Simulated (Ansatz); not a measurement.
## All-electron card of NiO

```
Ni O
1.0
     0.00000    2.10848    2.10848
     2.10848    0.00000    2.10848
     2.10848    2.10848    0.00000
Ni O
1 1
Direct
  0.00000 0.00000 0.00000
  0.50000 0.50000 0.50000
```

Atoms are numbered in the order listed.

The structure comes from a relaxation in the same program, started in the rocksalt type, and has space group Fm-3m. Whether it is a known phase or the ground state wasn't checked.

Semilocal functionals without U often leave such compounds metallic or with too small a gap, and the real magnetic order may differ.

Other magnetic orders may lie lower; this is the state that the run reached.

Levels of theory: DFT, PBE, all-electron LAPW, scalar-relativistic (Ansatz 0.2.0); DFT, PBE, PAW with Ansatz's default frozen-core files, scalar-relativistic (Ansatz 0.2.0); DFT, PBE, all-electron PAW with datasets made for the crystal, scalar-relativistic (Ansatz 0.2.0).

For LAPW: a Γ-centred 16×16×16 k mesh, Fermi–Dirac smearing of 0.03 eV, basis error target 1 meV/atom, spin-polarised from start moments Ni1 1.5 μB. PAW takes a cutoff of 420 eV at this cell. The crystal-made all-electron datasets (AE datasets) take a cutoff of 420 eV at this cell. The Ansatz runs share mesh, smearing and spin set-up. Values come from LAPW unless marked.

```yaml
Pressure_at_this_cell: 0.42 GPa
Bader_charges_from_the_PAW_run: Ni1 +1.15, O2 -1.15 e
Moment_of_the_cell: 1.85 μB
Contact_hyperfine_fields_crystal-made_datasets: Ni1 -8.3, O2 20.7 T, core polarisation included, positive along the moment of the spin-up electrons
Löwdin_charges_with_0.12_e_of_the_cell_spilling_out_of_the_atomic_basis_so_their_sizes_and_signs_hang_on_that_basis: Ni1 1.10, O2 -0.98 e
Density_of_states_at_the_Fermi_level_0.2_eV_bin: 0.97 states/eV per cell
Volume_per_atom: 9.37 Å³
```

Problem. Give the computed value. Band gap.

Solution. none: bands cross the Fermi level, a metal.

Problem. Give the computed value. Moments in the spheres.

Solution. Ni1 1.53, O2 0.30 μB.
